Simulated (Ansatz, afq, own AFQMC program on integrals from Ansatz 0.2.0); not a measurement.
# The C1–O2 bond of CH₂O, singlet, worked out

```tsv
atom	x (Å)	y (Å)	z (Å)
C	0.0010	0.0008	0.0012
O	0.6965	0.5477	0.8062
H	-0.5500	0.5605	-0.7970
H	-0.1476	-1.1091	-0.0103
```

The molecule and both fragments are relaxed with PBE0/def2-SVP; the fragments keep their bonds.

Basis def2-TZVP. Noble-gas cores (and the filled d shells of Ga–Kr and In–Xe) are frozen. Ansatz 0.2.0 and our own AFQMC program on the same integrals; the CISD trial comes from CCSD amplitudes, and released means the phaseless constraint is let go. Uncertainties: one standard error, sampling alone.

Total energies in eV. CBS is CCSD(T) at the limit of def2-TZVPP/QZVPP (extrapolated itself); the highest rung of each member is named.

| member | count | CCSD(T)/def2-TZVP | highest rung in def2-TZVP | which | CCSD(T)/CBS |
| --- | --- | --- | --- | --- | --- |
| CH₂, triplet | +1 | -1063.2367 | -1063.2523 | CCSDT(Q) | -1063.7722 |
| O (triplet) | +1 | -2040.2212 | -2040.2314 | FCI | -2040.9924 |
| CH₂O, singlet | -1 | -3111.1256 | -3111.1593 | CCSDT(Q) | -3112.6977 |

Question: Work out the best estimate of the bond energy: the CCSD(T)/CBS difference plus the step from CCSD(T) to the highest rung.

Answer: Sums with the counts: CCSD(T)/CBS 7.9331 eV, highest rung 7.6756 eV, CCSD(T)/def2-TZVP 7.6677 eV. The step is 7.6756 − 7.6677 = 0.0079 eV, so the best estimate is 7.9331 + (0.0079) = 7.9410 eV = 766.2 kJ/mol. The basis set is worth 0.265 eV of it. Zero-point, core-correlation and spin–orbit terms aren't in it.

Best estimates are given only where the step beyond CCSD(T) is under 0.3 eV and no member's determinant is very poor (T1 over 0.05, or 0.07 for open shells, ⟨S²⟩ too high by 0.3, two states mixed), so the hardest cases are missing from such tables.

CCSDT and higher add their correlation energy to the determinant of the CCSD(T) run, since their own runs factorise the integrals more tightly (a shift of under 2 meV). Each member of a difference takes its own highest rung, so a best estimate needn't equal the limit plus the step of one row.
